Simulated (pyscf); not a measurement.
Optimised with ωB97X-D3(BJ)/def2-SVP in PySCF.

Estimate by transition-state theory the rate constant of `[F][Sn]([Cl])([Cl])[Cl]` + `[H][H]` -> `[Cl][SnH]([Cl])[Cl]` + `[FH]` (singlet surface; F–Sn, H–H broken, H–Sn, F–H formed) at 1200 K, with ωB97M-D3(BJ)/def2-TZVP energies (ideal gas, 1 atm, RRHO with modes under 100 cm⁻¹ raised to 100, one conformer, R ln 2 for rigid chiral ones; no tunnelling).

The electronic barrier is 35.3 kcal/mol and the thermal terms add +35.7, so ΔG‡ = 71.0 kcal/mol. With k_BT/h = 2.50e+13 s⁻¹ and RT = 2.385 kcal/mol, and a volume of 1.64e-19 cm³ per molecule at 1 atm, k = 4.8e-19 cm³ molecule⁻¹ s⁻¹. Wigner's tunnelling factor for 1242i cm⁻¹ would be 1.09. A shift of 1 kcal/mol in the barrier changes k by a factor 1.5. On the product side the descent ends in a complex (not fully relaxed), 5.1 kcal/mol under the separated species and 34.4 kcal/mol under the saddle at ωB97X-D3(BJ)/def2-TZVP. One saddle was located; it need not be the lowest between these sides. Elements past Kr carry the def2 core potentials, without spin-orbit coupling.
